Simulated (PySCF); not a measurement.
A side-by-side comparison of computed properties.

First species: 1-pentene, C₅H₁₀.
Atom-mapped SMILES: `[CH2:1]=[CH:2][CH2:3][CH2:4][CH3:5]` (hydrogens: H6, H7 on C1; H8 on C2; H9, H10 on C3; H11, H12 on C4; H13, H14, H15 on C5)

Second species: 1,3,5-triazine, C3H3N3.
SMILES: `C1=NC=NC=N1`

Levels: CAM-B3LYP/aug-cc-pVTZ for dipole moment, HOMO energy, LUMO energy, HOMO–LUMO gap, static isotropic polarisability and electronic spatial extent ⟨r²⟩ about the centre of nuclear charge; TDDFT CAM-B3LYP/aug-cc-pVTZ for lowest singlet excitation; TDA CAM-B3LYP/aug-cc-pVTZ for lowest triplet excitation (Tamm–Dancoff). Geometries: PBE0-D3(BJ)/def2-TZVP. Each species is one conformer at its optimised geometry, gas phase, non-relativistic unless stated. Electronic properties by PySCF.

Dipoles, sizes and rotational constants follow the conformer. The torsions of the flexible species, by atom-mapped SMILES:
- `[CH2:1]=[CH:2][CH2:3][CH2:4][CH3:5]`: C1–C2–C3–C4 118°, C2–C3–C4–C5 177°

(1) Which has the higher HOMO–LUMO gap?

(2) Which of the two has the higher HOMO energy, and by how much?

(3) Which of the two has the higher static isotropic polarisability, and by how much?

(4) Which of the two has the higher S1 energy, and by how much?

(5) Which has the higher T1 energy?

(6) Which has the higher ⟨r²⟩?

(7) Which has the higher LUMO energy?

(8) Which has the higher dipole moment?

Results:

(1) The second: 9.06 eV against 9.01 eV, a difference of 0.05 eV.

(2) The first: -8.70 eV against -9.61 eV, a difference of 0.91 eV.

(3) The first: 65.1 au against 51.6 au, a difference of 13.5 au.

(4) The first: 6.60 eV against 4.79 eV, a difference of 1.81 eV.

(5) The first: 4.44 eV against 4.29 eV, a difference of 0.15 eV.

(6) The first: 632 bohr² against 384 bohr², a difference of 248 bohr².

(7) The first: 0.31 eV against -0.55 eV, a difference of 0.86 eV.

(8) The first: 0.44 D against 0.00 D, a difference of 0.44 D.

On the first: The dipole matches unit charges of opposite sign 0.09 Å apart (1 e·Å = 4.8032 D). A dipole of 0.44 D is allowed in C1, and pure rotational transitions are dipole-allowed. Geometry: PBE0-D3(BJ)/def2-TZVP, one conformer, isolated molecule.

On the second: Point group D3h forbids a permanent dipole, so the rigid molecule has no electric-dipole pure rotational spectrum. No computed singlet falls in the visible range (750 to 380 nm, 1.65 to 3.26 eV); S1 lies 1.53 eV above its blue end. Geometry: PBE0-D3(BJ)/def2-TZVP; no solvent, vibrations or thermal averaging.
